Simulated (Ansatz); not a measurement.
# H18N6Nd ([Nd(NH3)6]3+): the cost of one run

Method: the settings change from run to run; program: Ansatz 0.2.0, Gaussian basis.

1 further run of the same task is left out (it didn't finish). Runs told in other sessions of the task aren't counted.

## (1) The geometry

An earlier r2SCAN-D4/def2-SVP relaxation fixed the geometry. Nd takes a core potential in def2 sets; no spin-orbit term is included.

25 atoms, charge 3, spin multiplicity 4.

Atoms are counted from 1 here; the program's logs count them from 0.

Bond lengths: Nd1–N2 2.596 Å, Nd1–N6 2.596 Å, Nd1–N10 2.596 Å, Nd1–N14 2.596 Å, Nd1–N18 2.596 Å, Nd1–N22 2.596 Å, N2–H3 1.031 Å, N2–H4 1.031 Å, N2–H5 1.031 Å, N6–H7 1.031 Å, N6–H8 1.031 Å, N6–H9 1.031 Å, N10–H11 1.031 Å, N10–H12 1.031 Å, N10–H13 1.031 Å, N14–H15 1.031 Å, N14–H16 1.031 Å, N14–H17 1.031 Å and more. Angles: N2–Nd1–N6 179.5°, N2–Nd1–N10 89.9°, N2–Nd1–N14 90.6°, N2–Nd1–N18 89.4°, N2–Nd1–N22 90.2°, N6–Nd1–N10 90.6°, N6–Nd1–N14 88.9°, N6–Nd1–N18 90.5°, N6–Nd1–N22 89.9°, N10–Nd1–N14 179.5°, N10–Nd1–N18 90.0°, N10–Nd1–N22 89.7°, N14–Nd1–N18 90.0°, N14–Nd1–N22 90.3°, N18–Nd1–N22 179.5°, Nd1–N2–H3 115.4°, Nd1–N2–H4 115.4°, Nd1–N2–H5 115.6° and more.

## (2) BLYP/def2-mTZVPP

Set apart from the defaults: multiplicity 6, D3(BJ) dispersion.

in.yaml reads:

```yaml
crystal:
  periodic: [false, false, false]
  atoms:
    - {symbol: Nd, position_ang: [0.001140, -0.000946, 0.000539]}
    - {symbol: N, position_ang: [-0.002631, 0.014645, 2.596761]}
    - {symbol: H, position_ang: [0.838952, 0.413327, 3.038234]}
    - {symbol: H, position_ang: [-0.079950, -0.910238, 3.044839]}
    - {symbol: H, position_ang: [-0.766503, 0.547238, 3.038181]}
    - {symbol: N, position_ang: [-0.016638, -0.012386, -2.595306]}
    - {symbol: H, position_ang: [-0.836864, -0.460361, -3.029657]}
    - {symbol: H, position_ang: [0.774096, -0.496425, -3.045257]}
    - {symbol: H, position_ang: [0.000159, 0.916367, -3.041709]}
    - {symbol: N, position_ang: [2.597268, -0.015907, 0.010871]}
    - {symbol: H, position_ang: [3.044186, 0.912155, -0.022392]}
    - {symbol: H, position_ang: [3.043666, -0.512716, -0.773941]}
    - {symbol: H, position_ang: [3.034859, -0.451502, 0.836032]}
    - {symbol: N, position_ang: [-2.594573, 0.014923, -0.030932]}
    - {symbol: H, position_ang: [-3.024827, 0.573077, -0.782902]}
    - {symbol: H, position_ang: [-3.049023, 0.383899, 0.817210]}
    - {symbol: H, position_ang: [-3.040509, -0.907053, -0.146080]}
    - {symbol: N, position_ang: [0.017810, 2.594532, 0.012199]}
    - {symbol: H, position_ang: [0.300071, 3.028658, 0.903273]}
    - {symbol: H, position_ang: [-0.889066, 3.043261, -0.183652]}
    - {symbol: H, position_ang: [0.647133, 3.041921, -0.670341]}
    - {symbol: N, position_ang: [-0.000611, -2.596555, 0.006502]}
    - {symbol: H, position_ang: [-0.216938, -3.039398, -0.898619]}
    - {symbol: H, position_ang: [-0.673972, -3.042473, 0.646711]}
    - {symbol: H, position_ang: [0.892776, -3.038046, 0.269446]}
basis:
  gaussian: {orbitals: def2-mTZVPP}
total_charge: 3
magnetization: {spin_polarized: true, initial_magnetization: 5}
hamiltonian: {xc: {name: BLYP}, dispersion: d3bj}
scf: {omitted_lower_state_checks: [starts]}
```

Run with:

```
$ ansatz run in.yaml --threads 4 --pin off --events-out ev --progress --plain --max-ram 6963MiB
```

**Question.** How long does this run take on 4 threads of Arm Neoverse V2, shared host, and how much memory does it need?

About 96 s, with a peak of 1.6 GiB.
